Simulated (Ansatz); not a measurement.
A made-up structure of CH₃OSi, doublet:

```
6
angstrom
O -0.6276 -1.7297 1.0619
C -0.3726 -1.0164 -0.0502
Si 0.3119 0.9639 0.0245
H -0.5423 -1.5198 -1.1792
H 0.6514 1.6988 -1.3206
H 0.5792 1.6032 1.4637
```

It is relaxed with PBE-D4/def2-SVP and then PBE0-D4/def2-TZVP (Ansatz 0.2.0). Atoms count as bonded within 1.22 times the sum of their covalent radii (H–H: 0.88 Å). The end point is not checked to be a true minimum.

Question: Does its bonding change? (Judge from chemistry; the calculation decides.)

Answer: By the calculation: No: no bond forms or breaks.

Where it ends: The first stage lowers the energy by 1.13 eV in 9 steps. It ends as CH₃OSi ([O][CH][SiH2]):
O1  (-0.471, -1.577, 0.948)
C2  (-0.355, -0.899, -0.045)
Si3  (0.003, 0.960, 0.020)
H4  (-0.488, -1.355, -1.053)
H5  (0.725, 1.464, -1.178)
H6  (0.586, 1.408, 1.308)
(Å)

Labels in which every atom is bracketed show which atoms are joined, not bond orders.

For scale, one of the runs: PBE0-D4/def2-TZVP relaxation, 117 basis functions, launched by `ansatz run in.yaml --threads 2 --pin off --events-out ev --progress --plain --max-ram 4352MiB`. The run took about 26 s on 2 CPU threads of an Arm Neoverse V2 (shared host).
